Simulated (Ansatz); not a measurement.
# BH4N: the cost of one run

All numbers below are computed with Ansatz 0.2.0 (RKS revPBE/def2-SVP).

## Step 1: The structure to begin with

Bond lengths: B1–N2 1.750 Å, N2–H3 1.060 Å, N2–H4 1.060 Å, B1–H6 1.190 Å. Angles: B1–N2–H3 85.1°, B1–N2–H4 153.2°, H3–N2–H4 120.0°, N2–B1–H6 156.2°.

As a file:

```xyz
6

B     0.0000    0.0000    0.0000
N     1.0346    0.0000    1.4114
H     0.1576   -0.2713    1.9414
H     1.9116    0.2713    1.9414
H     1.3899    0.0000   -0.0116
H    -1.0305    0.0000   -0.5950
```

## Step 2: Pulling towards end A

Springs on the bonds that form and break draw the guess towards this end; the thresholds are loose.

The input, input.yaml:

```yaml
crystal:
  periodic: [false, false, false]
  atoms:
    - { symbol: B, position_ang: [0.0, 0.0, 0.0] }
    - { symbol: "N", position_ang: [1.0346, 0.0, 1.4114] }
    - { symbol: H, position_ang: [0.1576, -0.2713, 1.9414] }
    - { symbol: H, position_ang: [1.9116, 0.2713, 1.9414] }
    - { symbol: H, position_ang: [1.3899, 0.0, -0.0116] }
    - { symbol: H, position_ang: [-1.0305, 0.0, -0.595] }
basis:
  gaussian: { orbitals: def2-SVP }
hamiltonian:
  xc: revpbe
relax:
  f_tol: 0.15
  max_steps: 25
  restrain:
    - { distance: [1, 4], at: 2.26, k: 30.0 }
    - { distance: [0, 1], at: 1.55, k: 30.0 }
    - { distance: [0, 4], at: 1.19, k: 30.0 }
```

Command:

```console
> ansatz run input.yaml --threads 1 --pin off --max-ram 2048MiB --backend cpu --events-out ev --progress --plain --runs-dir out
```

**Question.** How long does this run take on 1 thread of Arm Neoverse V2, shared host, and how much memory does it need?

About 5.4 s, with a peak of 0.1 GiB.
